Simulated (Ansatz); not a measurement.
MgO₂⁻. Charge -1, multiplicity 2. Geometry r2SCAN-D4/def2-TZVPD; atoms count from 1.

Cartesian coordinates in Å:
```
Mg -0.003 0.001 -0.001
O 0.960 0.789 -1.352
O -0.957 -0.790 1.354
```

The charge -1 doublet is spin-contaminated (final ⟨S²⟩ up to 0.83, 0.75 for a pure state). The structure comes from a short search, and lower isomers may exist.

(1) Estimate the Mulliken populations from the PBE0/def2-TZVPD orbitals of Ansatz.

(2) Where does the spin sit?

(3) And the Mayer bond orders between bonded heavy atoms (over 0.3)?

Results:

(1) 
| atom | charge (e) | spin (α − β) |
| --- | --- | --- |
| Mg1 | 0.80 | -0.20 |
| O2 | -0.90 | 0.60 |
| O3 | -0.90 | 0.60 |
Mulliken values and Mayer orders depend strongly on the basis. With diffuse functions, as here, like atoms can get unlike values, and bond orders can come out too low or too high.

(2) Summed by element: Mg -0.20, O 1.20, of 1 unpaired in all. Largest on single atoms: O2 0.60, O3 0.60, Mg1 -0.20.

(3) Mg1–O2 0.95 (1.84 Å); Mg1–O3 0.95 (1.84 Å).
